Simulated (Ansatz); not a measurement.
# SiC− (sextet): the correlation ladder, aug-cc-pVTZ

Aim: climb from Hartree-Fock through coupled cluster and multireference methods for SiC− (sextet) at one geometry and basis, and see what each rung misses.

The runs use Ansatz 0.2.0, Gaussian basis; aug-cc-pVTZ, core rule «outside noble gas», up to 6 orbitals frozen.

Plan: UHF; CCSD(T) on ROHF; CCSD(T) on UHF; BCCD(T) on ROHF; CCSDT(Q) on ROHF; CCSDT(Q) on UHF; CASSCF and MRCISD+Q, 9 electrons in 8 orbitals; CASSCF and NEVPT2, 9 electrons in 8 orbitals.

5 further runs of the same task are left out: 5 set aside as unsound or not needed.

### 1 What is computed

The geometry is a PBE0/def2-TZVPD stationary point (not a proven minimum) of the parent state, kept for this charge and spin.

2 atoms, charge -1, spin multiplicity 6.

Atoms are counted from 1 here; the program's logs count them from 0.

Bond lengths: Si1–C2 1.818 Å.

As a file:

```xyz
2
CSi
Si    0.0000    0.0000    0.0000
C     0.0000    0.0000    1.8177
```

### 2 UHF

in.yaml

```yaml
crystal:
  periodic: [false, false, false]
  atoms:
    - {symbol: Si, position_ang: [0.000000, 0.000000, 0.000000]}
    - {symbol: C, position_ang: [0.000000, 0.000000, 1.817700]}
basis:
  gaussian: {orbitals: aug-cc-pVTZ}
total_charge: -1
magnetization: {spin_polarized: true, initial_magnetization: 5}
hamiltonian: {xc: hf}
output: {orbitals: {seedname: orbitals}}
```

Command:

```
$ ansatz run in.yaml --threads 1 --pin off --events-out ev --progress --plain --max-ram 4096MiB --backend cpu
```

After this run come: CCSD(T) on ROHF; CCSD(T) on UHF; BCCD(T) on ROHF; CCSDT(Q) on ROHF; CCSDT(Q) on UHF; CASSCF and MRCISD+Q, 9 electrons in 8 orbitals; CASSCF and NEVPT2, 9 electrons in 8 orbitals.

**Question.** What will the summary of the whole plan be? Wanted: UCCSDT(Q) below the RHF energy; RMP2 from UCCSDT(Q); UMP2 from UCCSDT(Q); RCCSD from UCCSDT(Q); RCCSD(T) from UCCSDT(Q); UCCSD(T) from UCCSDT(Q); RCCSDT(Q) from UCCSDT(Q); NEVPT2 valence from UCCSDT(Q); MRCISD+Q valence from UCCSDT(Q).

As calculated:

| quantity | value |
| --- | --- |
| UCCSDT(Q) below the RHF energy | -5.8069 eV |
| RMP2 from UCCSDT(Q) | +1172.0 meV |
| UMP2 from UCCSDT(Q) | +1224.7 meV |
| RCCSD from UCCSDT(Q) | +344.5 meV |
| RCCSD(T) from UCCSDT(Q) | +66.7 meV |
| UCCSD(T) from UCCSDT(Q) | +66.8 meV |
| RCCSDT(Q) from UCCSDT(Q) | +3.2 meV |
| NEVPT2 valence from UCCSDT(Q) | +1258.2 meV |
| MRCISD+Q valence from UCCSDT(Q) | +174.9 meV |
| levels within 1 kcal/mol (43 meV) | RCCSDT, UCCSDT, RCCSDT(Q) |
| T1 diagnostic | 0.045 |
| effectively unpaired electrons | 5.01 |

RCCSD(T) lands +66.7 meV from the yardstick (1.1 % of the correlation energy). The occupations are near whole numbers, but T1 = 0.045 shows that the orbitals relax strongly. Of the multireference levels listed MRCISD+Q valence comes nearest in total energy (+174.9 meV), which doesn't show that its space is the better one. These misses are within one basis, not against nature; the frozen cores of restricted and unrestricted runs differ, which can shift their rows.
